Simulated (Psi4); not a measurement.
# H2O (water): CCSD(T)/3-21G (sweep point 2)

Aim: the energy change on altering one bond length of H2O (water) at CCSD(T)/3-21G (sweep point 2), from 2 runs. 

The calculation is run with Psi4 1.11.

**1. The system as given**

H2O: 3 atoms, total charge 0, spin state singlet. As SMILES, `O`. The shape is that of a PBE0-D4/def2-TZVP optimisation.

Bond lengths: O1–H2 0.960 Å, O1–H3 0.960 Å. Angles: H2–O1–H3 105.1°.

**2. The energy at CCSD(T)/3-21G (sweep point 2)**

calc.inp reads:

```
memory 1.6 GB

molecule {
  0 1
  O     -0.302700     0.200200    -0.140600
  H      0.466500     0.548400     0.315300
  H     -0.163800    -0.748600    -0.174700
  symmetry c1
}

set {
  basis           3-21G
  reference       rhf
  puream          true
  scf_type        pk
  num_frozen_docc 1
}

energy("ccsd(t)")
```

Run with:

```sh
$ psi4 calc.inp calc.out -n 1
```

calc.out:

```text
[...]
  Running in c1 symmetry.
[...]
  Nuclear repulsion =    9.171300754468179
[...]
  Multiplicity = 1
[...]
  Nalpha       = 5
  Nbeta        = 5
[...]
    Number of basis functions: 13
[...]
   @RHF iter   1:   -75.52141064339206   -3.82157e-01   2.92349e-02 ADIIS/DIIS
[...]
   @RHF iter  10:   -75.58559558596571   -2.84217e-14   7.63914e-10 DIIS
[...]
    Orbital Energies [Eh]
    ---------------------
    Doubly Occupied:
       1A    -20.428140     2A     -1.327655     3A     -0.685296
       4A     -0.536194     5A     -0.479182
[...]
  @RHF Final Energy:   -75.58559558596571
   => Energetics <=
    Nuclear Repulsion Energy =              9.1713007544681791
    One-Electron Energy =                -122.6008569773586032
    Two-Electron Energy =                  37.8439606369247059
    Total Energy =                        -75.5855955859657200
[...]
 Multipole Moments:
 ------------------------------------------------------------------------------------
     Multipole            Electronic (a.u.)      Nuclear  (a.u.)        Total (a.u.)
 ------------------------------------------------------------------------------------
 L = 1.  Multiply by 2.5417464519 to convert [e a0] to [Debye]
 Dipole X            :         -0.0144221            0.8318109            0.8173888
 Dipole Y            :          0.0086835           -0.5024246           -0.4937411
 Dipole Z            :         -0.0000000            0.0000000           -0.0000000
 Magnitude           :                                                    0.9549370
[...]
      * MP2 total energy                      =  -75.706297232041123
[...]
      * CCSD total energy                     =  -75.713745398410538
[...]
      * CCSD(T) total energy                  =  -75.715068679940259
[...]
```

It took 2.9 s on 1 thread of Intel Xeon Platinum 8488C (Sapphire Rapids), shared host; peak memory 0.18 GiB.

**3. The distorted shape, same level**

calc.dat reads:

```
memory 1.6 GB

molecule geom {
  O     -0.330477     0.389937    -0.133781
  H      0.438723     0.738137     0.322119
  H     -0.163800    -0.748600    -0.174700
  units angstrom
  symmetry c1
}

set {
  basis 3-21G
  puream true
  scf_type pk
  num_frozen_docc 1
}

energy_value = energy("ccsd(t)")
```

Run with:

```sh
$ psi4 calc.dat calc.out -n 1
```

calc.out:

```text
[...]
  Running in c1 symmetry.
[...]
  Nuclear repulsion =    8.403692091044611
[...]
  Multiplicity = 1
[...]
  Nalpha       = 5
  Nbeta        = 5
[...]
    Number of basis functions: 13
[...]
   @RHF iter   1:   -75.48754955291253   -5.08566e-01   2.99003e-02 DIIS/ADIIS
[...]
   @RHF iter  10:   -75.56361547975007   -1.59162e-12   8.68688e-09 DIIS
[...]
    Orbital Energies [Eh]
    ---------------------
    Doubly Occupied:
       1A    -20.446570     2A     -1.292873     3A     -0.641231
       4A     -0.520108     5A     -0.477173
[...]
  @RHF Final Energy:   -75.56361547975007
   => Energetics <=
    Nuclear Repulsion Energy =              8.4036920910446113
    One-Electron Energy =                -121.1787052496592310
    Two-Electron Energy =                  37.2113976788645573
    Total Energy =                        -75.5636154797500694
[...]
 Multipole Moments:
 ------------------------------------------------------------------------------------
     Multipole            Electronic (a.u.)      Nuclear  (a.u.)        Total (a.u.)
 ------------------------------------------------------------------------------------
 L = 1.  Multiply by 2.5417464519 to convert [e a0] to [Debye]
 Dipole X            :         -0.0353478            0.8494489            0.8141011
 Dipole Y            :          0.1788935           -0.6611468           -0.4822533
 Dipole Z            :          0.0000000           -0.0000000            0.0000000
 Magnitude           :                                                    0.9462181
[...]
      * MP2 total energy                      =  -75.691381457089179
[...]
      * CCSD total energy                     =  -75.700260121249414
[...]
      * CCSD(T) total energy                  =  -75.702088725307718
[...]
```

Wall time 3.3 s (1 thread of Intel Xeon Platinum 8488C (Sapphire Rapids), shared host); peak memory 0.18 GiB.

**4. Summary of results**

Level: CCSD(T)/3-21G (sweep point 2), 1 core orbital frozen.

| quantity | value |
| --- | --- |
| first shape: total energy | -75.71507 Eh |
| first shape: HOMO energy (Hartree–Fock orbitals) | -13.04 eV |
| first shape: LUMO energy (Hartree–Fock orbitals) | 7.16 eV |
| first shape: HOMO–LUMO gap (Hartree–Fock orbitals) | 20.20 eV |
| first shape: correlation energy (1 core orbital frozen) | -129.5 mEh |
| first shape: (T) correction | -1.32 mEh |
| first shape: T1 diagnostic | 0.006 |
| distorted shape: total energy | -75.70209 Eh |
| distorted shape: HOMO energy (Hartree–Fock orbitals) | -12.98 eV |
| distorted shape: LUMO energy (Hartree–Fock orbitals) | 5.97 eV |
| distorted shape: HOMO–LUMO gap (Hartree–Fock orbitals) | 18.95 eV |
| distorted shape: correlation energy (1 core orbital frozen) | -138.5 mEh |
| distorted shape: (T) correction | -1.83 mEh |
| distorted shape: T1 diagnostic | 0.008 |
| energy change with the O1–H3 bond stretched from 0.960 to 1.151 Å | 0.353 eV |

In words: With the O1–H3 bond stretched from 0.960 to 1.151 Å the energy rises by 0.35 eV (8.1 kcal/mol). The first shape isn't relaxed at this level, so the change isn't measured from a minimum. The triples (first shape) make up 1.0 % of the correlation energy. The triples (distorted shape) make up 1.3 % of the correlation energy.
